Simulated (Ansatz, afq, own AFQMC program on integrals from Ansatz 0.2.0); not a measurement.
**SiNH, singlet in cc-pVDZ, levels against CCSDTQ**

```xyz
3

Si    0.0000    0.0330    0.6059
N     0.0000   -0.1138   -1.0890
H     0.0000    0.6631   -1.7496
```

Connectivity, by distances: Si–NH.

Basis cc-pVDZ. Only valence electrons are correlated. AFQMC by an in-house program on the Cholesky factors that Ansatz 0.2.0 writes for its CCSD(T) run. ph-AFQMC/CISD is guided by a CISD state made of CCSD amplitudes; releasing the constraint for a short imaginary time cuts its bias at the price of noise, slowly where states lie close. ± is one standard error of the sampling.

Determinant: RHF, the one that the program's search chose, which needn't be the lowest solution. The geometry is a PBE0/def2-TZVP stationary point of this or a neighbouring charge and spin state.

No full CI on the walks' own integrals is used here; CCSDTQ serves as the reference and is uncertain by about the last step of the cluster series.

Cautions: restricted determinant unstable towards unrestricted (UHF 145 meV lower, ⟨S²⟩ 0.47); strong correlation (T1 0.036, weight of the determinant 0.84, largest double 0.12).

* T1 diagnostic: 0.0356
* weight of the determinant in the CISD state: 0.845
* size of the correlated space: 10 electrons in 31 orbitals

Reference: CCSDTQ, correlation energy -8.024 eV. The released energy is read at 2.40 1/Eh (meV from the phaseless value at times in 1/Eh: -5 ± 5 at 0.24, -7 ± 5 at 0.51, -14 ± 4 at 0.99, -13 ± 3 at 1.62, -13 ± 6 at 2.40).

```tsv
level	E − E(reference) (meV)	share of correlation (%)
HF	8024.3	0.00
MP2	814.5	89.85
CCSD	464.5	94.21
CCSD(T)	62.7	99.22
CCSDT	41.8	99.48
CCSDT(Q)	-14.7	100.18
ph-AFQMC/HF	-73.3 ± 49.4	100.91
ph-AFQMC/CISD	17.4 ± 7.7	99.78
released AFQMC	4.8 ± 5.6	99.94
```

CCSDT and higher add their correlation energy to the determinant of the CCSD(T) run, since their own runs factorise the integrals more tightly (a shift of under 2 meV). A walk keeps the symmetry of its determinant, which the program's search chose and which needn't be the lowest solution, so a lower state of the same spin and another symmetry isn't excluded. Released energies are given only where the last usable release times agree within the noise; a slower fall can still hide under it.
